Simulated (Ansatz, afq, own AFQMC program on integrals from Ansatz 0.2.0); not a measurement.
# Where AFQMC and coupled cluster stand for NHO, triplet

```xyz
3

N     0.0000    0.0665    0.6906
O     0.0000   -0.1060   -0.5388
H     0.0000    0.7576   -1.0437
```

Connectivity, by distances: N–OH.

Basis cc-pVDZ. Only valence electrons are correlated. Ansatz 0.2.0 and our own AFQMC program on the same integrals; the CISD trial comes from CCSD amplitudes, and released means the phaseless constraint is let go. ± is one standard error of the sampling.

Determinant: UHF, the one that the program's search chose, which needn't be the lowest solution. The geometry is a PBE0/def2-TZVP stationary point of this or a neighbouring charge and spin state.

No full CI on the walks' own integrals is used here; CCSDT(Q) serves as the reference and is uncertain by about the last step of the cluster series.

The T1 diagnostic is 0.0203. The weight of the determinant in the CISD state is 0.908 and the ⟨S²⟩ of the determinant is 2.018. The size of the correlated space is 12 electrons in 31 orbitals.

Reference: CCSDT(Q), correlation energy -8.692 eV. The released energy is read at 2.40 1/Eh (meV from the phaseless value at times in 1/Eh: 0 ± 14 at 0.24, 9 ± 12 at 0.51, 6 ± 14 at 0.99, 31 ± 13 at 1.62, 0 ± 21 at 2.40).

```json
{"level": "HF", "E − E(reference) (kcal/mol)": "200.45", "share of correlation (%)": "0.00"}
{"level": "MP2", "E − E(reference) (kcal/mol)": "17.89", "share of correlation (%)": "91.08"}
{"level": "CCSD", "E − E(reference) (kcal/mol)": "5.17", "share of correlation (%)": "97.42"}
{"level": "CCSD(T)", "E − E(reference) (kcal/mol)": "0.79", "share of correlation (%)": "99.60"}
{"level": "CCSDT", "E − E(reference) (kcal/mol)": "0.45", "share of correlation (%)": "99.77"}
{"level": "ph-AFQMC/CISD", "E − E(reference) (kcal/mol)": "-0.37 ± 0.27", "share of correlation (%)": "100.18"}
{"level": "released AFQMC", "E − E(reference) (kcal/mol)": "-0.38 ± 0.48", "share of correlation (%)": "100.19"}
```

A walk keeps the symmetry of its determinant, which the program's search chose and which needn't be the lowest solution, so a lower state of the same spin and another symmetry isn't excluded. Released energies are given only where the last usable release times agree within the noise; a slower fall can still hide under it.
